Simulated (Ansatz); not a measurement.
## CCSD(T) against full CI for several species

Each species is computed at the geometry given (Å), with frozen cores, in Ansatz 0.2.0: RHF-CCSD(T) for singlets, UHF-CCSD(T) otherwise, and full CI in the same basis. The program picks the determinant by trial CCSD, so it needn't be the lowest Hartree–Fock solution. States: AlH Σ⁺ or Δ, Si–BH2 A2, BH2⁻ A1. Cases whose determinant has another symmetry than full CI's state, or whose (Q) step broke down, weren't drawn.

Question: Judging by size, spin and bonding and the diagnostics given, rank them by the size of CCSD(T)'s error in total energy against full CI in the same basis, smallest first (an estimate).
A. BH2⁻, singlet, 6-31++G**: B 0.000 -0.181 0.000; H 0.000 0.973 -1.426; H 0.000 0.973 1.426. T1 0.025, (T) -126 meV in a correlation energy of -3.43 eV
B. AlH, singlet, cc-pVQZ: Al 0.000 0.000 0.000; H 0.000 0.000 1.665. T1 0.014, (T) -43 meV in a correlation energy of -2.35 eV
C. Si–BH2, quartet, 6-31G: Si 0.000 0.000 0.650; B 0.000 0.000 -1.343; H 0.000 -1.076 -1.854; H 0.000 1.076 -1.854. T1 0.034, (T) -67 meV in a correlation energy of -2.68 eV

Answer: B (11.8 meV), C (24.8 meV), A (32.7 meV).

```tsv
species	basis	correlated electrons	CCSD(T) − full CI (meV)	CCSDT(Q) − full CI (meV)	unpaired electrons (full CI)	T1	⟨S²⟩ of the determinant
AlH, singlet	cc-pVQZ	4	11.8	0.3	0.10	0.014	0.00
Si–BH2, quartet	6-31G	9	24.8	0.3	3.03	0.034	3.75
BH2⁻, singlet	6-31++G**	6	32.7	-0.4	0.16	0.025	0.00
```

Unpaired electrons are Σ n²(2−n)² over natural occupations; an open shell counts its own unpaired electrons too. Frozen cores follow each run's orbitals, which moves totals by a few meV.
